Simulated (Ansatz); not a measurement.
Born–Oppenheimer molecular dynamics of C$_{3}$H$_{3}$O (7 atoms, charge 0, multiplicity 2). It starts from a relaxed structure.

Method: UKS PBE0-D4/STO-3G (Ansatz).

| Property | Result |
| --- | --- |
| ensemble | NVE (velocity Verlet) |
| time step | 0.5 fs |
| steps asked | 400 |
| starting velocities drawn for | 300 K |
| seed | 838625 |

Frames 1 fs apart, positions in Å.

Velocities at 110 fs (Å/ps):

```
O 0.32 -0.56 0.75
C -0.81 0.92 -2.17
C 0.93 -0.93 -0.64
C 0.67 -0.66 1.78
H -21.26 13.38 13.41
H 8.27 2.98 -0.30
H -1.51 0.33 -12.77
```

```xyz
7
Properties=species:S:1:pos:R:3 time_fs=110 energy_less_start_eV=0.131 T=98
O -1.176 -1.774 0.416
C -0.399 -0.784 0.226
C 0.907 -0.292 0.043
C -0.230 0.747 -0.040
H 1.862 -0.485 -0.446
H -0.513 1.357 0.830
H -0.642 1.219 -0.957
7
Properties=species:S:1:pos:R:3 time_fs=111 energy_less_start_eV=0.145 T=77
O -1.175 -1.774 0.416
C -0.400 -0.783 0.224
C 0.908 -0.293 0.043
C -0.229 0.746 -0.038
H 1.843 -0.472 -0.434
H -0.502 1.360 0.831
H -0.639 1.217 -0.969
7
Properties=species:S:1:pos:R:3 time_fs=112 energy_less_start_eV=0.143 T=82
O -1.175 -1.774 0.417
C -0.400 -0.782 0.222
C 0.906 -0.292 0.042
C -0.230 0.744 -0.037
H 1.835 -0.461 -0.428
H -0.486 1.363 0.834
H -0.629 1.212 -0.978
7
Properties=species:S:1:pos:R:3 time_fs=113 energy_less_start_eV=0.096 T=153
O -1.174 -1.774 0.417
C -0.401 -0.782 0.220
C 0.903 -0.291 0.043
C -0.231 0.742 -0.035
H 1.843 -0.453 -0.431
H -0.467 1.367 0.839
H -0.610 1.202 -0.982
7
Properties=species:S:1:pos:R:3 time_fs=114 energy_less_start_eV=0.045 T=231
O -1.173 -1.773 0.418
C -0.401 -0.782 0.218
C 0.898 -0.289 0.044
C -0.233 0.738 -0.035
H 1.861 -0.448 -0.439
H -0.443 1.372 0.844
H -0.584 1.189 -0.982
7
Properties=species:S:1:pos:R:3 time_fs=115 energy_less_start_eV=0.035 T=246
O -1.172 -1.772 0.418
C -0.402 -0.782 0.216
C 0.893 -0.286 0.044
C -0.234 0.734 -0.034
H 1.882 -0.443 -0.449
H -0.418 1.376 0.848
H -0.555 1.176 -0.980
7
Properties=species:S:1:pos:R:3 time_fs=116 energy_less_start_eV=0.055 T=216
O -1.171 -1.770 0.418
C -0.402 -0.782 0.215
C 0.888 -0.282 0.044
C -0.237 0.730 -0.032
H 1.896 -0.439 -0.454
H -0.391 1.380 0.849
H -0.523 1.165 -0.981
7
Properties=species:S:1:pos:R:3 time_fs=117 energy_less_start_eV=0.065 T=202
O -1.170 -1.769 0.419
C -0.403 -0.783 0.213
C 0.885 -0.279 0.044
C -0.239 0.725 -0.030
H 1.898 -0.432 -0.454
H -0.365 1.383 0.848
H -0.493 1.158 -0.987
7
Properties=species:S:1:pos:R:3 time_fs=118 energy_less_start_eV=0.052 T=220
O -1.169 -1.767 0.419
C -0.404 -0.784 0.212
C 0.883 -0.276 0.043
C -0.241 0.720 -0.027
H 1.885 -0.425 -0.447
H -0.340 1.386 0.843
H -0.465 1.157 -0.998
7
Properties=species:S:1:pos:R:3 time_fs=119 energy_less_start_eV=0.049 T=224
O -1.168 -1.765 0.419
C -0.405 -0.786 0.212
C 0.883 -0.273 0.041
C -0.243 0.715 -0.024
H 1.863 -0.417 -0.434
H -0.318 1.390 0.837
H -0.440 1.159 -1.012
7
Properties=species:S:1:pos:R:3 time_fs=120 energy_less_start_eV=0.086 T=167
O -1.167 -1.764 0.419
C -0.406 -0.788 0.211
C 0.883 -0.270 0.039
C -0.245 0.710 -0.022
H 1.840 -0.409 -0.420
H -0.299 1.396 0.831
H -0.417 1.164 -1.023
7
Properties=species:S:1:pos:R:3 time_fs=121 energy_less_start_eV=0.141 T=85
O -1.166 -1.762 0.419
C -0.407 -0.790 0.211
C 0.883 -0.268 0.037
C -0.247 0.706 -0.020
H 1.825 -0.403 -0.410
H -0.286 1.403 0.824
H -0.398 1.169 -1.028
```

Of the whole run (200 fs, mean temperature of the second half 150 K): The conserved energy stayed within 0.26 meV per atom of its start (net change 0.061 meV per atom), so the integration is sound. Over the second half the temperature averaged 0.50 of the 300 K drawn at the start: a run that starts near a minimum puts about half its kinetic energy into the potential. A run of 0.2 ps of so small a system gives no equilibrium averages. Limits of this set-up: minimal basis.

The run took 8.2 min on 1 thread of Arm Neoverse V2 (shared host), peak memory 0.086 GiB.
